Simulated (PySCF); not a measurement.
C2H2FN3.
Geometry (GFN2-xTB, Å), atoms numbered from 1 in this order:
```
atom  x, y, z in Å
F1    -0.0456    2.0327    0.0299
C2     0.0383    0.7119    0.0030
C3     1.0921   -0.1597   -0.1170
N4     0.5699   -1.4027   -0.0812
N5    -0.6932   -1.3460    0.0493
N6    -1.0640   -0.0657    0.1050
H7     2.1390    0.0246   -0.2216
H8    -2.0275    0.2144    0.2080
```

The closed-shell ground state was solved at several levels (PySCF, density fitting, gas phase, non-relativistic).

```tsv
level	basis functions	total energy (Eh)	HOMO (eV)	LUMO (eV)	gap (eV)	dipole (D)
B3LYP/pcJ-1	182	-341.4503	-7.54	-0.40	7.14	3.20
PBE0/pcSseg-1	112	-341.0524	-7.84	-0.16	7.68	3.23
```

Problem. Estimate the row for wB97X-D/def2-SVPD, a basis of 139 functions; the other rows only guide the guess.

Solution. Total energy -341.1023 Eh, HOMO -9.73 eV, LUMO 1.53 eV, gap 11.26 eV, dipole 3.15 D.

Problem. Over all these levels, which gives the widest orbital gap and which the narrowest?

Solution. wB97X-D/def2-SVPD (range-separated hybrid) has the widest, 11.26 eV, and B3LYP/pcJ-1 (global hybrid, 20 % exact exchange) the narrowest, 7.14 eV. Functional and basis both differ between the two, so the spread mixes both effects.

Problem. How far do the dipole and the HOMO energy spread over the levels?

Solution. The dipole runs from 3.15 to 3.23 D (mean 3.19 D) and the HOMO from -9.73 to -7.54 eV.

wB97X-D is run here without its empirical dispersion term; that term would change no orbital, density or response property at a fixed geometry.
